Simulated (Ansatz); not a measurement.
**CH₃⁺, quintet in cc-pVDZ: errors against full CI**

Geometry: that of the CH3⁺, triplet, kept fixed. The singlet lies 14.5 eV lower here.

```xyz
4

C     0.0000    0.0000    0.0548
H     0.0000    0.6835   -0.8953
H     0.0000    0.0000    1.1377
H     0.0000   -0.6835   -0.8953
```

Basis cc-pVDZ; Ansatz 0.2.0. Correlated methods freeze the noble-gas cores, which leaves 6 electrons in 28 orbitals. R marks a restricted (for open shells ROHF) determinant, U an unrestricted one. Active spaces: valence = (6e, 7o) chosen from the atoms' valence shells.

Full CI is exact within this basis and frozen core; it isn't the basis-set limit. The frozen core follows each run's orbitals, which can shift R against U totals by a few meV.

For open shells CISD is restricted-active-space CI with the open shells as a complete middle space.

The UHF ⟨S²⟩ is 6.003 and the ⟨S²⟩ of the determinant under UCCSD is 6.003. The T1 diagnostic (RCCSD) is 0.0483. The largest doubles amplitude (RCCSD) is 0.111 and the T1 diagnostic (UCCSD) is 0.0489.

Problem. From what is known of these methods and the diagnostics, rank them by the size of their error in total energy against full CI in cc-pVDZ, smallest first (an estimate: the text doesn't fix the numbers).
A. UCCSDT(Q)
B. BCCD(T)
C. UCCSD
D. MRCISD (valence space)
E. NEVPT2 (valence space)

Solution. A (0.00 kcal/mol), B (0.69 kcal/mol), D (1.90 kcal/mol), C (3.15 kcal/mol), E (9.76 kcal/mol).

All errors are against full CI in cc-pVDZ. Within each family the higher level lies nearer, as is usual though not guaranteed.

The full-CI state has the irrep A2 of C2v, in the program's axes.

Natural occupations of full CI about the gap: 1.925 1.017 1.001 0.991 0.962 0.034 0.028 0.007 0.006 0.005; effectively unpaired electrons, Σ n²(2−n)², 4.03.
